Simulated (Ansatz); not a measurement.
# Lattice constant a of Ag (model structure, started from the beta-Sn type, I4₁/amd, No. 141, 2 atoms in the cell) at several levels of theory

No measured value is used here.

```json
[
 {"level (code)": "PBE (Ansatz)", "value (Å)": "5.326"},
 {"level (code)": "PBEsol (Ansatz)", "value (Å)": "5.199"},
 {"level (code)": "PBE-D3(BJ) (Ansatz)", "value (Å)": "5.229"},
 {"level (code)": "r²SCAN (Ansatz)", "value (Å)": "5.264"}
]
```

Ansatz's density-functional and Hartree–Fock values are scalar-relativistic unless marked +SOC, with PAW data made under PBE.

A model structure was made by putting elements into a prototype or built by hand; it is no filed structure, need not be a known phase, and can be a saddle point held by its symmetry.

Ansatz is a quantum-chemistry and plane-wave program.
